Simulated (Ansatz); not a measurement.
Basis-set extrapolation for C₃H₃NO, SMILES `CN=C=C=O` (PBE0-D4/def2-TZVP geometry, frozen core, Ansatz 0.2.0). Multiplicity 1, RHF reference.

|  | def2-TZVPP | def2-QZVPP |
| --- | --- | --- |
| HF | -244.643911 | -244.654541 |
| MP2 correlation | -0.897495 | -0.958548 |
| CCSD(T) correlation | -0.957884 | not run |

Energies in hartree. Use E(X) = E(∞) + A·exp(−7.88·√X) for Hartree–Fock and E(X) = E(∞) + B·X^(−2.97) for correlation, with X = 3 and 4, and add CCSD(T) minus MP2 of the smaller set to the MP2 limit.

What is the CCSD(T) energy at the basis-set limit?

HF limit: -244.654541 + (-0.010630) × 0.13774 = -244.65601. MP2 limit: -0.958548 + (-0.061053) × 0.74074 = -1.00377. Higher-order term: -0.957884 − (-0.897495) = -0.06039. Total: -245.72017 hartree, 310.8 kJ/mol below CCSD(T)/def2-TZVPP.
